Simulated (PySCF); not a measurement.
One molecule, many functionals

N-methylmethanimine, C₂H₅N.
Atom-mapped SMILES: `[CH2:1]=[N:2][CH3:3]` (hydrogens: H4, H5 on C1; H6, H7, H8 on C3)

Geometry (PBE0-D3(BJ)/def2-SVP, Å), atoms numbered from 1 in this order:
```xyz
8
C2H5N angstrom
C      1.171   -0.261    0.534
N      0.089   -0.763    0.123
C     -0.927    0.116   -0.380
H      1.961   -0.919    0.924
H      1.383    0.828    0.525
H     -0.653    1.191   -0.358
H     -1.171   -0.167   -1.417
H     -1.852   -0.026    0.202
```

Linear-response calculations in the def2-SVPD basis (PySCF; singlets by full response, triplets Tamm–Dancoff, core orbitals frozen in the response; HF means time-dependent Hartree–Fock). 'Strongest' is the level of largest summed f among the singlets computed (10 roots, of which the last may lack a degenerate partner); it can jump between rows when another state enters that window. S1 is the lowest singlet of each run and needn't be the same state throughout; f(S1) is that of one state. Geometry: PBE0-D3(BJ)/def2-SVP; no solvent, vibrations or thermal averaging.

```csv
functional,kind,S1 (eV),f(S1),strongest (eV),T1 (eV),HOMO (eV),gap (eV),"ionisation energy, ΔSCF (eV)"
LDA,LDA,4.61,0.001,7.44,3.88,-5.91,4.20,9.79
PBE,GGA,4.73,0.001,7.51,3.90,-5.86,4.36,9.64
B3LYP,"global hybrid, 20% exact exchange",4.89,0.001,7.82,4.06,-7.12,6.48,9.81
PBE0,"global hybrid, 25% exact exchange",4.93,0.001,7.99,4.04,-7.34,6.99,9.72
CAM-B3LYP,range-separated hybrid,4.95,0.001,8.93,4.11,-8.78,9.61,9.85
wB97X-D,range-separated hybrid,4.99,0.001,8.03,4.20,-9.26,10.80,9.79
LC-wPBE,range-separated hybrid,5.03,0.002,9.54,4.12,-10.10,12.20,9.87
HF,Hartree–Fock,5.47,0.001,8.09,4.04,-11.11,13.88,not settled
```

Task: What does BHandHLYP (global hybrid, 50% exact exchange) give?

Result: S1 (eV) 5.11, f(S1) 0.001, strongest (eV) 8.10, T1 (eV) 4.24, HOMO (eV) -8.80, gap (eV) 9.63, ionisation energy, ΔSCF (eV) 9.69. S1 runs from 4.61 eV (LDA) to 5.47 eV (HF), a spread of 0.86 eV, while the orbital gap spreads over 9.7 eV. Along PBE (0%), B3LYP (20%), PBE0 (25%), BHandHLYP (50%), HF (100%) S1 rises with the share of exact exchange. −ε(HOMO) comes closest to its own ΔSCF ionisation energy with LC-wPBE (+0.24 eV) and misses most with LDA (-3.88 eV). 'Not settled' means that the ion's SCF failed to converge or may have ended in another state than the lowest.
